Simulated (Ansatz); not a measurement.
# Match the barriers

Saddle point of SiN₂H₈, singlet (SiNH₅ ([NH2][SiH3]) + NH₃ → SiN₂H₆ ([NH2][SiH2][NH2]) + H₂; bonds formed: Si1–N7, H2–H6; bonds broken: Si1–H2, H6–N7), PBE0-D4/def2-TZVP structure:

| atom | x (Å) | y (Å) | z (Å) |
| --- | --- | --- | --- |
| Si1 | -0.5136 | -0.3220 | 0.1569 |
| H2 | -0.2149 | 1.4960 | 0.5180 |
| H3 | -0.5972 | -1.7498 | -0.3345 |
| H4 | -1.9482 | 0.0578 | 0.2239 |
| N5 | 0.5929 | -0.5795 | 1.4265 |
| H6 | 0.0810 | 1.3586 | -0.5889 |
| N7 | 0.1827 | 0.4619 | -1.3917 |
| H8 | 0.8014 | -1.5122 | 1.7440 |
| H9 | 0.8471 | 0.1464 | 2.0735 |
| H10 | -0.3748 | 0.4336 | -2.2380 |
| H11 | 1.1436 | 0.2091 | -1.5895 |

Computed with Ansatz 0.2.0 (basis: def2-TZVPP, with def2-QZVPP for the basis limit); correlated methods freeze the cores. Extrapolation: Hartree–Fock as exp(−7.88 √X), correlation as X^−2.97. Four methods, as single points on the PBE0-D4 structures, gave these electronic barriers from the start structure: 129.2, 138.0, 158.7, 216.5 kJ/mol.

The methods were, in alphabetical order, HF, MP2, PBE-D4, r2SCAN-D4. Which gave which? (A judgement: the text doesn't fix the answer.)

Computed: PBE-D4 129.2; r2SCAN-D4 138.0; MP2 158.7; HF 216.5 kJ/mol. For comparison, CCSD(T) at an estimated basis limit (MP2 extrapolated from triple and quadruple zeta, plus CCSD(T) − MP2 in triple zeta) gives 161.2 kJ/mol.

T1 diagnostic: at most 0.011.

Labels in which every atom is bracketed show which atoms are joined, not bond orders.

For scale, one of the runs: CCSD(T)/def2-TZVPP, 216 basis functions, launched by `ansatz run in.yaml --threads 4 --pin off --events-out ev --progress --plain --max-ram 9574MiB`. The run took 44 s on 4 CPU threads of an Arm Neoverse V1 (shared host), with 3.2 GiB of host memory at its peak.
